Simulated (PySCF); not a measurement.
C₄H₅NS.
Atom-mapped SMILES: `[NH2:1][c:2]1[cH:3][cH:4][s:5][cH:6]1` (hydrogens: H7, H8 on N1; H9 on C3; H10 on C4; H11 on C6)

Structure optimised with GFN2-xTB, isolated species.

Task: Give the optimised bond lengths and angles.

Result: 
```json
{"bond": "N1–C2", "length (Å)": "1.387", "order": "single"}
{"bond": "C2–C3", "length (Å)": "1.424", "order": "aromatic"}
{"bond": "C3–C4", "length (Å)": "1.354", "order": "aromatic"}
{"bond": "C4–S5", "length (Å)": "1.718", "order": "aromatic"}
{"bond": "S5–C6", "length (Å)": "1.724", "order": "aromatic"}
{"bond": "C2–C6", "length (Å)": "1.364", "order": "aromatic"}
{"bond": "N1–H7, N1–H8", "length (Å)": "1.009", "order": "single"}
{"bond": "C3–H9", "length (Å)": "1.076", "order": "single"}
{"bond": "C4–H10", "length (Å)": "1.072", "order": "single"}
{"bond": "C6–H11", "length (Å)": "1.071", "order": "single"}
```

Bonds in one row agree within 0.01 Å and their mean is given. Orders are formal, as drawn. A selection of angles:
```json
{"angle": "C2–N1–H7", "degrees": "114.6"}
{"angle": "C2–N1–H8", "degrees": "114.4"}
{"angle": "H7–N1–H8", "degrees": "113.0"}
{"angle": "N1–C2–C3", "degrees": "122.9"}
{"angle": "N1–C2–C6", "degrees": "125.2"}
{"angle": "C3–C2–C6", "degrees": "111.8"}
{"angle": "C2–C3–C4", "degrees": "112.7"}
{"angle": "C2–C3–H9", "degrees": "123.2"}
{"angle": "C4–C3–H9", "degrees": "124.1"}
{"angle": "C3–C4–S5", "degrees": "112.3"}
{"angle": "C3–C4–H10", "degrees": "128.3"}
{"angle": "S5–C4–H10", "degrees": "119.4"}
{"angle": "C4–S5–C6", "degrees": "91.0"}
{"angle": "S5–C6–H11", "degrees": "119.6"}
{"angle": "C2–C6–S5", "degrees": "112.2"}
{"angle": "C2–C6–H11", "degrees": "128.2"}
```

N1 (aniline-type nitrogen) is pyramidal (angles 114.6°, 114.4° and 113.0°, sum 342.1°, 0.28 Å off the plane of its three neighbours). The 5-membered ring C2–C3–C4–S5–C6 has internal angles of 91.0° to 112.7°; it is planar, 0.00 Å rms from its mean plane, widest ring torsion 1°. The 3 C–C bonds span 1.354 Å (C3–C4, aromatic) to 1.424 Å (C2–C3, aromatic), a spread of 0.070 Å. S5 (thiophene-type sulfur) is bent (angle 91.0°).

Point group: near Cs, missed by 0.37 Å at most; the miss may be what the optimiser left on a soft mode. Stationary, but not proved a minimum.

All values are computed, not measured.
